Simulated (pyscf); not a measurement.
This saddle point was located with ωB97X-D3(BJ)/def2-SVP in PySCF.

```xyz
13

C      0.2544     0.7270     0.1136
C     -0.6463    -0.9807     0.0758
C     -1.9087    -0.8764     0.8906
H     -0.6132     1.2089    -0.3379
H      1.0290     0.3053    -0.5298
H      0.3084     0.6330     1.2000
H     -0.8079    -1.1509    -0.9977
H      0.1024    -1.6764     0.4799
H     -2.5858    -0.1046     0.4900
H     -1.6928    -0.6248     1.9418
H     -2.4605    -1.8335     0.8874
O      1.0822     2.3135     0.1654
H      1.9295     2.0675     0.5687
```
Charge 0, spin multiplicity 2.

Surface: doublet, charge 0. Lowest wavenumbers (cm⁻¹): 1227i, 143, 161, 184, 251.

### Question
Name the species on either side of this saddle.

### Answer
H₃C–CH₂–CH₃ (SMILES CCC) + OH• (SMILES [OH]) ⇌ H₃C–OH (SMILES CO) + •H₂C–CH₃ (SMILES [CH2]C), a substitution at C read from left to right: C–C broken and C–O formed. At ωB97M-D3(BJ)/def2-TZVP it lies +39.9 kcal/mol from the left side and +41.5 kcal/mol from the right (each side as separated species at their lowest minima found). Abstraction by the radical was not located in this set and often lies lower. One saddle was located; it need not be the lowest between these sides. The angle at the attacked C is 179°. Left out: the spin-orbit lowering of OH.
